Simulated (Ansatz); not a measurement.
**AlHO (singlet): B97M-V, PBE0 over a scan of the distance Al1–O2, 6-31G**

Aim: run AlHO (singlet) with these functionals over a scan of the distance Al1–O2, and hold them against the top wave-function level at the same points.

Computed with Ansatz 0.2.0, Gaussian basis. Level: 6-31G, all electrons in the functionals.

To be run: B97M-V, PBE0, at 1.271 Å; 1.464 Å; 1.594 Å; 1.737 Å; 1.962 Å; 2.179 Å; 2.610 Å; 2.953 Å; 3.477 Å; 4.244 Å; 5.383 Å.

43 further runs of the same task are left out: 21 for a known fault of the program, 16 that didn't finish, 6 set aside as unsound or not needed.

### 1 The system

The geometry derives from a PBE0/def2-TZVP stationary point (not a proven minimum). One bond is set to the value named and the two fragments are kept rigid.

3 atoms, charge 0, spin multiplicity 1.

Atoms are counted from 1 here; the program's logs count them from 0.

Bond lengths: Al1–O2 1.594 Å, Al1–H3 1.568 Å. Angles: O2–Al1–H3 180.0°.

No dispersion term is added; B97M-V holds VV10 nonlocal correlation.

The geometry shown and the zero of energy belong to the point 1.594 Å. The yardstick, FCI, and other wave-function levels (R restricted, U unrestricted, valence and pair active spaces) come from earlier runs.

### 2 B97M-V, 1.271 Å

in.yaml

```yaml
crystal:
  periodic: [false, false, false]
  atoms:
    - {symbol: Al, position_ang: [0.000000, 0.000000, -0.099112]}
    - {symbol: O, position_ang: [0.000000, 0.000000, -1.370112]}
    - {symbol: H, position_ang: [0.000000, 0.000000, 1.469223]}
basis:
  gaussian: {orbitals: 6-31G}
hamiltonian: {xc: {name: B97M-V}}
```

Started as:

```sh
> ansatz run in.yaml --threads 1 --pin off --events-out ev --progress --plain --max-ram 2393MiB
```

The runs that follow: B97M-V, 1.464 Å; B97M-V, 1.594 Å; B97M-V, 1.737 Å; B97M-V, 1.962 Å; B97M-V, 2.179 Å; B97M-V, 2.610 Å; B97M-V, 2.953 Å; B97M-V, 3.477 Å; B97M-V, 4.244 Å; B97M-V, 5.383 Å; PBE0, 1.271 Å; PBE0, 1.464 Å; PBE0, 1.594 Å; PBE0, 1.737 Å; PBE0, 1.962 Å; PBE0, 2.179 Å; PBE0, 2.610 Å; PBE0, 2.953 Å; PBE0, 3.477 Å; PBE0, 4.244 Å; PBE0, 5.383 Å.

Q: Predict the results of all the runs planned. Wanted: span of the FCI curve; largest miss, B97M-V; largest miss, PBE0.

As calculated:

```
             quantity                     value
span of the FCI curve            140.5 kcal/mol
 largest miss, B97M-V  +10.8 kcal/mol (2.179 Å)
   largest miss, PBE0  +13.7 kcal/mol (2.179 Å)
```

What this shows: Of the functionals, B97M-V keep the smallest largest miss at the points compared (at most 10.8 kcal/mol) and PBE0 strays most (13.7 kcal/mol, at 2.179 Å). B97M-V, PBE0 clearly break the spin symmetry at some points (⟨S²⟩ up to 1.00 above the pure value), so energy there is bought with a mixed spin. Functionals and the yardstick converge differently with the basis, so part of each miss in 6-31G is the basis.
